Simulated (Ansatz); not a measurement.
# H2NSSi: the cost of one run

Program: Ansatz 0.2.0. Level of theory: UKS B3LYP-D4/def2-SVP. These are calculated values, not measurements.

### 1 The structure to begin with

Bond lengths: N1–Si2 1.619 Å, Si2–S3 2.092 Å, N1–H4 1.009 Å, Si2–H5 1.453 Å. Angles: N1–Si2–S3 114.8°, N1–Si2–H5 138.0°, S3–Si2–H5 107.2°, Si2–N1–H4 124.3°.

Coordinates:

```xyz
5

N    -1.2474   -0.0309    0.0585
Si    0.3682    0.0011   -0.0403
S     1.3388    0.6702    1.6878
H    -1.8573   -0.3281   -0.6888
H     1.3977   -0.3124   -1.0170
```

### 2 Relaxing end A

input.yaml

```yaml
crystal:
  periodic: [false, false, false]
  atoms:
    - { symbol: "N", position_ang: [-1.24741, -0.03089, 0.05848] }
    - { symbol: Si, position_ang: [0.3682, 0.00112, -0.04034] }
    - { symbol: S, position_ang: [1.33876, 0.67024, 1.68775] }
    - { symbol: H, position_ang: [-1.85727, -0.32809, -0.68885] }
    - { symbol: H, position_ang: [1.39772, -0.31238, -1.01704] }
magnetization:
  spin_polarized: true
  initial_magnetization: 1
basis:
  gaussian: { orbitals: def2-SVP }
hamiltonian:
  xc: b3lyp
  dispersion: d4
relax:
  f_tol: 0.015
  max_steps: 40
output:
  orbitals: {}
```

Run with:

```sh
$ ansatz run input.yaml --threads 1 --pin off --max-ram 2048MiB --backend cpu --events-out ev --progress --plain --runs-dir out
```

Q: Estimate wall time and peak memory on 1 thread of Intel Xeon Platinum 8488C (Sapphire Rapids), shared host.

About 26 s, with a peak of 0.17 GiB.
